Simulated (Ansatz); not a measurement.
Reaction: NH3 (SMILES N) + H+ → NH4+ (SMILES [NH4+])
Each species at its own B3LYP-D3(BJ)/def2-TZVP minimum (Ansatz, an electronic-structure program).

Quantity: proton affinity (electronic), positive where energy is released, in kcal/mol. Open shells are spin-unrestricted; no spin-orbit coupling. CBS(X,Y): correlation extrapolated as X^-3, Hartree-Fock from the larger set (Q,5: extrapolated as (X+1)exp(-9√X)). A bracket is a step between two methods taken in the basis named. The functionals are non-relativistic, so their misses hold any scalar relativity. Double hybrids freeze cores in their MP2 part. '+ core + X2C': CCSD(T) terms for core correlation (cc-pwCVTZ) and scalar relativity (cc-pVTZ-DK).

CCSD(T)/CBS(cc-pVQZ,cc-pV5Z) + [CCSDT(Q) - CCSD(T)]/cc-pVQZ + [CCSDTQ - CCSDT(Q)]/cc-pVDZ + core + X2C (Ansatz) gives 211.5 kcal/mol.

Q: What does PBE/def2-TZVPD (Ansatz) give here, and how do the other levels compare?

A: PBE gives 210.6 kcal/mol, 0.9 kcal/mol below it. Differences of the others: r2SCAN/def2-TZVPD (Ansatz) 1.0; B3LYP/def2-TZVPD (Ansatz) -0.5; wB97M-V/def2-TZVPD (Ansatz) -2.5; B2PLYP/def2-TZVPD (Ansatz) -0.9; CCSD(T)/CBS(cc-pVQZ,cc-pV5Z) + core + X2C (Ansatz) 0.1 kcal/mol. Nearer than PBE: B3LYP/def2-TZVPD, CCSD(T)/CBS(cc-pVQZ,cc-pV5Z) + core + X2C.
